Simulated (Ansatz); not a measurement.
Which YAML input does this script hand to the engine? (the Ansatz DFT code, driven from Python)

The script, `c3h3fno.py`:
```python
'''Single point of C3H3FNO.'''

import ansatz as az


def main() -> None:
    geometry_ang = [
        ('N', [-1.7038, 0.3532, -0.695]),
        ('C', [-0.4802, -0.2727, -0.3144]),
        ('O', [-0.2824, -1.4832, -0.6062]),
        ('C', [0.5364, 0.502, 0.4141]),
        ('C', [1.7017, -0.007, 0.8043]),
        ('F', [2.583, 0.776, 1.4713]),
        ('H', [-1.8838, 1.355, -0.4614]),
        ('H', [-2.4334, -0.1856, -1.2124]),
        ('H', [1.9626, -1.0377, 0.5997]),
    ]
    c3h3fno = az.Crystal.molecule()
    for symbol, xyz in geometry_ang:
        c3h3fno = c3h3fno.atom(symbol, xyz)

    model = (
        c3h3fno.calculation()
        .basis(gaussian='def2-SVPD')
        .functional('CAM-B3LYP')
        .spin('collinear', total=1)
    )
    trace = []
    result = model.session().plan().execute(on_event=trace.append)
    r = result.report
    for event in trace:
        if event['event'] == 'mean_field_evaluation' and event['data']['evaluation'] <= 25:
            print('pass {evaluation:3d}  E = {energy_ev:.6f} eV  gradient {gradient_ev:.1e}'.format(**event['data']))

    for key in ('converged', 'free_energy_ev', 'reference_energy_ev', 'n_frozen', 'n_occupied', 'n_virtual'):
        print(f'{key:22s} {r[key]}')

    state = r['mean_field']['state']
    print(f'mean field: {state["energy"]["hartree"]:.7f} Ha, <S^2> = {abs(state["spin_squared"]):.4f}, stability: {state.get("stability", {}).get("kind")}')


if __name__ == '__main__':
    main()
```

```console
$ python c3h3fno.py
pass   1  E = -9394.660255 eV  gradient 4.0e+01
pass   2  E = -9385.761423 eV  gradient 6.4e+01
pass   3  E = -9399.975853 eV  gradient 1.4e+01
pass   4  E = -9400.686049 eV  gradient 3.3e+00
pass   5  E = -9400.736001 eV  gradient 1.2e+00
pass   6  E = -9400.747052 eV  gradient 3.5e-01
pass   7  E = -9400.750465 eV  gradient 2.3e-01
pass   8  E = -9400.751353 eV  gradient 2.3e-01
pass   9  E = -9400.752786 eV  gradient 1.7e-01
pass  10  E = -9400.753688 eV  gradient 8.4e-02
pass  11  E = -9400.726613 eV  gradient 2.4e-01
pass  12  E = -9400.727126 eV  gradient 6.1e-02
pass  13  E = -9400.727258 eV  gradient 3.1e-02
pass  14  E = -9400.727282 eV  gradient 2.3e-02
pass  15  E = -9400.727303 eV  gradient 1.4e-02
pass  16  E = -9400.727310 eV  gradient 4.5e-03
pass  17  E = -9400.727310 eV  gradient 4.5e-03
pass  18  E = -9400.727310 eV  gradient 2.4e-03
pass  19  E = -9400.727309 eV  gradient 2.8e-03
pass  20  E = -9400.727309 eV  gradient 1.2e-03
pass  21  E = -9400.727309 eV  gradient 5.4e-04
pass  22  E = -9400.727309 eV  gradient 5.4e-04
pass  23  E = -9400.727309 eV  gradient 3.5e-04
pass  24  E = -9400.727309 eV  gradient 1.7e-04
pass  25  E = -9400.727309 eV  gradient 6.0e-05
converged              True
free_energy_ev         -9400.727444843425
reference_energy_ev    -9400.727444843425
n_frozen               0
n_occupied             [23, 22]
n_virtual              [127, 128]
mean field: -345.4703616 Ha, <S^2> = 0.7648, stability: minimum
```

`input.yaml`:
```yaml
crystal:
  periodic: [false, false, false]
  atoms:
    - { symbol: "N", position_ang: [-1.7038, 0.3532, -0.695] }
    - { symbol: C, position_ang: [-0.4802, -0.2727, -0.3144] }
    - { symbol: O, position_ang: [-0.2824, -1.4832, -0.6062] }
    - { symbol: C, position_ang: [0.5364, 0.502, 0.4141] }
    - { symbol: C, position_ang: [1.7017, -0.007, 0.8043] }
    - { symbol: F, position_ang: [2.583, 0.776, 1.4713] }
    - { symbol: H, position_ang: [-1.8838, 1.355, -0.4614] }
    - { symbol: H, position_ang: [-2.4334, -0.1856, -1.2124] }
    - { symbol: H, position_ang: [1.9626, -1.0377, 0.5997] }
basis:
  gaussian: { orbitals: def2-SVPD }
hamiltonian:
  xc: cam_b3lyp
magnetization:
  spin_polarized: true
  initial_magnetization: 1.0
```

Launched from the shell:
```console
$ ansatz run input.yaml --threads 1 --pin off --max-ram 4096MiB --backend cpu --events-out ev --progress --plain --runs-dir out
Engine: ansatz 0.2.0, aarch64-unknown-linux-gnu
Functional definition: CAM-B3LYP
  parameter alpha = 0.19
  parameter beta = 0.46
  parameter omega = 0.33/bohr
  parameter ac = 0.81
  exchange = (1 - alpha - beta)*b88_x + beta*b88_x_sr(omega) + alpha*exact_x + beta*exact_x_lr(omega)
  correlation = (1 - ac)*vwn5_c + ac*lyp_c
1244 factors; their error is unknown
467 factors; integrals over basis functions are off by at most 2.7e-5 eV
mean field evaluation 1: about -9394.6603 eV, gradient 4.0e1 eV
mean field evaluation 2: about -9385.7614 eV, gradient 6.4e1 eV
mean field evaluation 4: about -9400.6860 eV, gradient 3.3e0 eV
mean field evaluation 8: about -9400.7514 eV, gradient 2.3e-1 eV
mean field evaluation 16: about -9400.7273 eV, gradient 4.5e-3 eV
mean field -9400.72730915 eV, -345.4703565693 hartree, gradient 6.0e-5 eV, S^2 0.764803; 0 other end points of the search recorded, 0 dependent functions left out
reference -9400.72744484 eV, -345.4703615561 hartree; 23, 22 occupied and 127, 128 virtual orbitals, 1244 factors
Total energy: -9400.72744484 eV, -345.4703615561 hartree
```

What to keep in mind:
- Total energies depend on the basis set; only differences at equal settings carry meaning.
- The geometry is a force-field or estimated start, not a minimum of this method, and the basis set is short of its limit.
- The species is open-shell (spin multiplicity 2).
- Early passes use coarser integrals and grids, so their energies can't be compared with the last.
- Wall time of the script: 14 s on 1 thread of Arm Neoverse V1, on a shared host, peak memory 0.53 GiB.

(A comment or docstring line of the script was reworded after the run, the code is as it ran; lines on the test bed's own set-up are left out of the output.)
